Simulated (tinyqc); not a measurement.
UHF in the sto-3g basis, for HF, spin multiplicity 1, step by step. This run ends on a higher stationary point, not on the lowest solution. One step of it, computed by the program tinyqc.

Task: Iteration 2: building the Fock matrix. J_ij = sum D_kl (ij|kl) with D = D(alpha) + D(beta), K_ij = sum D_kl (ik|jl) for each spin; F = H + J - K(s); E = tr D H + tr D J / 2 - 0.5 sum_s tr D(s) K(s) + E_nn.

D(alpha) after iteration 1, order 1F 1s, 1F 2s, 1F 2px, 1F 2py, 1F 2pz, 2H 1s:
$$\begin{pmatrix}
1.058139 & -0.244691 & -0.008090 & 0.022065 & 0.026796 & -0.008197 \\
-0.244691 & 1.034718 & 0.041190 & -0.112348 & -0.124986 & -0.012670 \\
-0.008090 & 0.041190 & 0.981545 & 0.050338 & 0.081672 & -0.116295 \\
0.022065 & -0.112348 & 0.050338 & 0.862701 & -0.222766 & 0.317201 \\
0.026796 & -0.124986 & 0.081672 & -0.222766 & 0.687852 & 0.280485 \\
-0.008197 & -0.012670 & -0.116295 & 0.317201 & 0.280485 & 0.379734
\end{pmatrix}$$

D(beta) after iteration 1, order 1F 1s, 1F 2s, 1F 2px, 1F 2py, 1F 2pz, 2H 1s:
$$\begin{pmatrix}
1.058139 & -0.244691 & 0.008090 & -0.022065 & 0.026796 & -0.008197 \\
-0.244691 & 1.034718 & -0.041190 & 0.112348 & -0.124986 & -0.012670 \\
0.008090 & -0.041190 & 0.981545 & 0.050338 & -0.081672 & 0.116295 \\
-0.022065 & 0.112348 & 0.050338 & 0.862701 & 0.222766 & -0.317201 \\
0.026796 & -0.124986 & -0.081672 & 0.222766 & 0.687852 & 0.280485 \\
-0.008197 & -0.012670 & 0.116295 & -0.317201 & 0.280485 & 0.379734
\end{pmatrix}$$

core Hamiltonian H = T + V (hartree), order 1F 1s, 1F 2s, 1F 2px, 1F 2py, 1F 2pz, 2H 1s:
$$\begin{pmatrix}
-40.430814 & -9.486245 & 0.000000 & 0.000000 & -0.007446 & -0.795492 \\
-9.486245 & -10.908898 & 0.000000 & 0.000000 & -0.092913 & -1.965696 \\
0.000000 & 0.000000 & -8.591149 & 0.000000 & 0.000000 & 0.000000 \\
0.000000 & 0.000000 & 0.000000 & -8.591149 & 0.000000 & 0.000000 \\
-0.007446 & -0.092913 & 0.000000 & 0.000000 & -8.636941 & -1.434450 \\
-0.795492 & -1.965696 & 0.000000 & 0.000000 & -1.434450 & -4.085367
\end{pmatrix}$$

Two-electron integrals (ij|kl) in chemists' order, unique and non-zero (hartree):
```
(11|11) 5.403501   (21|11) 0.841920   (21|21) 0.156299   (22|11) 1.268028
(22|21) 0.292344   (22|22) 0.926167   (31|31) 0.027998   (32|31) 0.043169
(32|32) 0.204588   (33|11) 1.264502   (33|21) 0.292403   (33|22) 0.925959
(33|33) 0.997514   (41|41) 0.027998   (42|41) 0.043169   (42|42) 0.204588
(43|43) 0.053770   (44|11) 1.264502   (44|21) 0.292403   (44|22) 0.925959
(44|33) 0.889973   (44|44) 0.997514   (51|51) 0.027998   (52|51) 0.043169
(52|52) 0.204588   (53|53) 0.053770   (54|54) 0.053770   (55|11) 1.264502
(55|21) 0.292403   (55|22) 0.925959   (55|33) 0.889973   (55|44) 0.889973
(55|55) 0.997514   (61|11) 0.070786   (61|21) 0.013041   (61|22) 0.024279
(61|33) 0.024244   (61|44) 0.024244   (61|51) 0.000506   (61|52) 0.000959
(61|55) 0.024353   (61|61) 0.001098   (62|11) 0.200984   (62|21) 0.047053
(62|22) 0.169062   (62|33) 0.166521   (62|44) 0.166521   (62|51) 0.003159
(62|52) 0.026014   (62|55) 0.173975   (62|61) 0.003987   (62|62) 0.039862
(63|31) 0.004658   (63|32) 0.028634   (63|53) 0.005300   (63|63) 0.005612
(64|41) 0.004658   (64|42) 0.028634   (64|54) 0.005300   (64|64) 0.005612
(65|11) 0.145913   (65|21) 0.034571   (65|22) 0.133119   (65|33) 0.127686
(65|44) 0.127686   (65|51) 0.006658   (65|52) 0.047697   (65|55) 0.143834
(65|61) 0.003033   (65|62) 0.038677   (65|65) 0.042948   (66|11) 0.401976
(66|21) 0.095598   (66|22) 0.397221   (66|33) 0.385716   (66|44) 0.385716
(66|51) 0.006977   (66|52) 0.082521   (66|55) 0.419930   (66|61) 0.008122
(66|62) 0.127622   (66|65) 0.145075   (66|66) 0.774606
```

nuclear repulsion = 3.65229670 hartree

Give: Coulomb J; exchange K(alpha); exchange K(beta); F(alpha); F(beta); total energy of this density.

Result:

Coulomb J (hartree), order 1F 1s, 1F 2s, 1F 2px, 1F 2py, 1F 2pz, 2H 1s:
$$\begin{pmatrix}
20.0955 & 3.8231 & 0.0000 & 0.0000 & -0.0060 & 0.3191 \\
3.8231 & 9.4449 & 0.0000 & 0.0000 & 0.0172 & 1.7082 \\
0.0000 & 0.0000 & 9.4511 & 0.0108 & 0.0000 & 0.0000 \\
0.0000 & 0.0000 & 0.0108 & 9.4256 & 0.0000 & 0.0000 \\
-0.0060 & 0.0172 & 0.0000 & 0.0000 & 9.4317 & 1.3525 \\
0.3191 & 1.7082 & 0.0000 & 0.0000 & 1.3525 & 4.2834
\end{pmatrix}$$

exchange K(alpha) (hartree), order 1F 1s, 1F 2s, 1F 2px, 1F 2py, 1F 2pz, 2H 1s:
$$\begin{pmatrix}
5.5375 & 0.9542 & 0.0000 & 0.0000 & 0.0009 & 0.0849 \\
0.9542 & 1.5234 & 0.0212 & -0.0577 & -0.0578 & 0.3141 \\
0.0000 & 0.0212 & 1.2870 & 0.0475 & 0.0616 & -0.0268 \\
0.0000 & -0.0577 & 0.0475 & 1.1748 & -0.1681 & 0.0732 \\
0.0009 & -0.0578 & 0.0616 & -0.1681 & 1.1012 & 0.2916 \\
0.0849 & 0.3141 & -0.0268 & 0.0732 & 0.2916 & 0.4430
\end{pmatrix}$$

exchange K(beta) (hartree), order 1F 1s, 1F 2s, 1F 2px, 1F 2py, 1F 2pz, 2H 1s:
$$\begin{pmatrix}
5.5375 & 0.9542 & 0.0000 & 0.0000 & 0.0009 & 0.0849 \\
0.9542 & 1.5234 & -0.0212 & 0.0577 & -0.0578 & 0.3141 \\
0.0000 & -0.0212 & 1.2870 & 0.0475 & -0.0616 & 0.0268 \\
0.0000 & 0.0577 & 0.0475 & 1.1748 & 0.1681 & -0.0732 \\
0.0009 & -0.0578 & -0.0616 & 0.1681 & 1.1012 & 0.2916 \\
0.0849 & 0.3141 & 0.0268 & -0.0732 & 0.2916 & 0.4430
\end{pmatrix}$$

F(alpha) (hartree), order 1F 1s, 1F 2s, 1F 2px, 1F 2py, 1F 2pz, 2H 1s:
$$\begin{pmatrix}
-25.8727 & -6.6173 & 0.0000 & 0.0000 & -0.0143 & -0.5613 \\
-6.6173 & -2.9873 & -0.0212 & 0.0577 & -0.0180 & -0.5716 \\
0.0000 & -0.0212 & -0.4270 & -0.0367 & -0.0616 & 0.0268 \\
0.0000 & 0.0577 & -0.0367 & -0.3404 & 0.1681 & -0.0732 \\
-0.0143 & -0.0180 & -0.0616 & 0.1681 & -0.3064 & -0.3736 \\
-0.5613 & -0.5716 & 0.0268 & -0.0732 & -0.3736 & -0.2450
\end{pmatrix}$$

F(beta) (hartree), order 1F 1s, 1F 2s, 1F 2px, 1F 2py, 1F 2pz, 2H 1s:
$$\begin{pmatrix}
-25.8727 & -6.6173 & 0.0000 & 0.0000 & -0.0143 & -0.5613 \\
-6.6173 & -2.9873 & 0.0212 & -0.0577 & -0.0180 & -0.5716 \\
0.0000 & 0.0212 & -0.4270 & -0.0367 & 0.0616 & -0.0268 \\
0.0000 & -0.0577 & -0.0367 & -0.3404 & -0.1681 & 0.0732 \\
-0.0143 & -0.0180 & 0.0616 & -0.1681 & -0.3064 & -0.3736 \\
-0.5613 & -0.5716 & -0.0268 & 0.0732 & -0.3736 & -0.2450
\end{pmatrix}$$

total energy of this density = -98.414216 hartree
